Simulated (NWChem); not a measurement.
## Correlation energy of H$_{4}$Si

```
Si
H 1 1.4927
H 1 1.4927 2 109.47
H 1 1.4927 2 109.47 3 -120.00
H 1 1.4927 2 109.47 3 120.00
```
Charge 0, spin multiplicity 1.

Program: NWChem. Structure: optimised with PBE0/def2-SVP, a minimum by its harmonic frequencies.

Basis set: cc-pVDZ. Each correlation energy counts from its own Hartree-Fock reference.

The correlated methods keep 5 core orbitals frozen. The structure started from a generated list of species. No row is a measurement; the coupled-cluster row has its own basis-set and correlation limits.

```json
[
 {"method": "RI-MP2", "correlation energy (mHa)": "-116.3"},
 {"method": "MP2", "correlation energy (mHa)": "-116.4"},
 {"method": "SCS-MP2", "correlation energy (mHa)": "-129.3"},
 {"method": "CR-CCSD[T]", "correlation energy (mHa)": "-149.7"},
 {"method": "CR-CCSD(T)", "correlation energy (mHa)": "-149.7"},
 {"method": "CCSD", "correlation energy (mHa)": "___"},
 {"method": "CCSD+T(CCSD)", "correlation energy (mHa)": "-150.0"},
 {"method": "CCSD(T)", "correlation energy (mHa)": "-149.9"},
 {"method": "CCSDT", "correlation energy (mHa)": "___"}
]
```

**Question.** What belongs in the gaps?

**Answer.** 
- CCSD, correlation energy (mHa): -147.5
- CCSDT, correlation energy (mHa): -150.5
